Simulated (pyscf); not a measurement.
Thermochemistry of product channels of `[F][Zr]([F])([F])[F]` + `[AlH3]` on the singlet surface, in kcal/mol, from ωB97M-D3(BJ)/def2-TZVP energies (ideal gas, 1 atm, RRHO with modes under 100 cm⁻¹ raised to 100, one conformer, R ln 2 for rigid chiral ones). Structures and frequencies: ωB97X-D3(BJ)/def2-SVP in PySCF.

| products | ΔE | ΔH(298 K) | ΔG(298 K) | ΔG(600 K) |
|---|---|---|---|---|
| `[F][AlH2]` + `[F][ZrH]([F])[F]` | ___ | +6.8 | +5.2 | ___ |
| `[FH]` + `[F][Zr]([F])([F])[AlH2]` | +57.0 | +59.1 | +56.8 | +54.2 |

### Question
What belongs in the gaps?

### Answer

- `[F][AlH2]` + `[F][ZrH]([F])[F]`, ΔE: +6.6
- `[F][AlH2]` + `[F][ZrH]([F])[F]`, ΔG(600 K): +3.6

These are energies of the channels, which say nothing of barriers. Elements past Kr carry the def2 core potentials, without spin-orbit coupling.
